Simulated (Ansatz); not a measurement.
# O₂ (triplet): wave-function methods side by side, cc-pVQZ

An exercise on one series of results from a longer session: the logs are not shown, and one member is left open.

The runs use Ansatz 0.2.0, Gaussian basis; cc-pVQZ, core rule «outside noble gas», up to 2 orbitals frozen.

The runs, in order: UHF; CCSD(T) on ROHF; CCSD(T) on UHF; BCCD(T) on ROHF; CISD; CCSDT(Q) on ROHF; CCSDT(Q) on UHF; CASSCF and MRCISD+Q, 12 electrons in 8 orbitals; CASSCF and NEVPT2, 12 electrons in 8 orbitals.

9 further runs of the same task are left out: 9 set aside as unsound or not needed.

## What is computed

The geometry is an MP2(full)/6-31G* stationary point (not a proven minimum).

2 atoms, charge 0, spin multiplicity 3.

Atoms are counted from 1 here; the program's logs count them from 0.

Bond lengths: O1–O2 1.246 Å.

Set-up of the first run:

Input file in.yaml:

```yaml
crystal:
  periodic: [false, false, false]
  atoms:
    - {symbol: O, position_ang: [0.000000, 0.000000, 0.000000]}
    - {symbol: O, position_ang: [0.000000, 0.000000, 1.245956]}
basis:
  gaussian: {orbitals: cc-pVQZ}
magnetization: {spin_polarized: true, initial_magnetization: 2}
hamiltonian: {xc: hf}
output: {orbitals: {seedname: orbitals}}
```

Launch:

```console
$ ansatz run in.yaml --threads 1 --pin off --events-out ev --progress --plain --max-ram 4160MiB --backend cpu
```

Among the steps run: UHF; CCSD(T) on ROHF; CCSD(T) on UHF; BCCD(T) on ROHF; CISD; CCSDT(Q) on ROHF; CCSDT(Q) on UHF; CASSCF and MRCISD+Q, 12 electrons in 8 orbitals; CASSCF and NEVPT2, 12 electrons in 8 orbitals.

One of the session's tables, all rows but one given; the rest of the session is left out.

```
          method  from RCCSDT(Q) (kcal/mol)
            ROHF                    +324.32
             UHF                    +311.01
            RMP2                      -0.44
            UMP2                     +12.31
            CISD                     +41.99
           RCCSD                     +15.91
           UCCSD                     +14.83
        RCCSD(T)                          ?
        UCCSD(T)                      +1.37
         BCCD(T)                      +1.38
          RCCSDT                      +1.69
          UCCSDT                      +1.46
       RCCSDT(Q)                          0
       UCCSDT(Q)                      -0.02
  CASSCF valence                    +255.21
  NEVPT2 valence                     +34.88
  MRCISD valence                     +21.60
MRCISD+Q valence                      +4.59
```

Q: Estimate the row for RCCSD(T) from the others.

The run gave: from RCCSDT(Q) (kcal/mol): +1.40. In the column «from RCCSDT(Q) (kcal/mol)» it lies between BCCD(T) (+1.38) and UCCSDT (+1.46).

Limits of these values: Warnings: coupled cluster took another determinant than the lowest. Restricted and unrestricted rows rest on different reference determinants; where their highest levels disagree by more than a few hundredths of an eV, they describe different states and don't form one ladder.
